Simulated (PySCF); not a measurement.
Homolysis of single bonds, series In OH-SH. Isolated molecules, 0 K electronic values unless said otherwise. One relaxed conformer stands for each flexible species; it need not be the lowest. Strings in code marks are SMILES.

Computed with ωB97X-D3(BJ)/def2-TZVP // PBE0-D3(BJ)/def2-TZVP run with PySCF. 

```tsv
species	highest occupied spin orbital (eV)
radical fragment (`[OH]`)	-11.83
radical fragment (`[OH][In][SH]` (H–O–In–S torsion -180°, O–In–S–H torsion 0°))	-8.44
radical fragment (`[SH]`)	…
whole molecule (`[OH][In]([SH])[SH]`)	–
radical fragment (`[SH][In][SH]` (H–S–In–S torsion 2°, S–In–S–H torsion 2°))	-8.38
whole molecule (`[SH][In]([SH])[SH]`)	–
```

Q: Fill in the missing entries.

A: 
- radical fragment (`[SH]`), highest occupied spin orbital (eV): -9.95
